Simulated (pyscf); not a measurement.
Optimised with ωB97X-D3(BJ)/def2-SVP in PySCF.

Task: For •H₂Si–Cl + water (H₂O) -> HO–SiH•–Cl + hydrogen (H₂), a four-centre exchange (doublet surface; H–Si, H–O broken, O–Si, H–H formed), PBE/def2-TZVP gives ΔE‡ = 0.88 eV and ΔE = -0.83 eV (zero: the separated reactants). In which direction and how far do B3LYP-D3(BJ)/def2-TZVP, M06-2X/def2-TZVP, ωB97M-D3(BJ)/def2-TZVP move these?

Result: B3LYP-D3(BJ): ΔE‡ = 1.10 eV, ΔE = -0.88 eV; M06-2X: ΔE‡ = 1.16 eV, ΔE = -0.94 eV; ωB97M-D3(BJ): ΔE‡ = 1.10 eV, ΔE = -0.84 eV. PBE's barrier lies under all of them, by 0.22 to 0.28 eV. Its reaction energy matches one of them and lies within 0.11 eV of the others. Low barriers are usual for a GGA, whose delocalisation error favours stretched bonds. The same reactants have a lower exit, to HO–SiH₂• + HCl (barrier +0.57 eV at ωB97M-D3(BJ)/def2-TZVP, against +1.10 eV here). This is the saddle that the search found; another between the same sides may lie lower.
